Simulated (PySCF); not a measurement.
Ligands exchanged one at a time, B Cl-Br. All species are isolated molecules in the gas phase. Strings in code marks are SMILES.

The four lowest singlet excitations (Tamm–Dancoff). All values below come from PBE-D3(BJ)/def2-TZVP // PBE0-D4/def2-TZVP (PySCF). Excitations are Tamm–Dancoff values on a coarser integration grid. The basis has no diffuse functions, so Rydberg states are missing or too high.

| state | energy (eV) | wavelength (nm) | oscillator strength |
|---|---|---|---|
| S1 | 5.12 | 242 | 0.000 |
| S2 | 6.01 | 206 | 0.000 |
| S3 | 6.01 | 206 | 0.000 |
| S4 | 6.71 | 185 | 0.148 |

### Question
Identify which member gives these states.
(A) `ClB(Cl)Cl`
(B) `ClB(Br)Br`
(C) `ClB(Cl)Br`
(D) `BrB(Br)Br`

### Answer
A, `ClB(Cl)Cl`
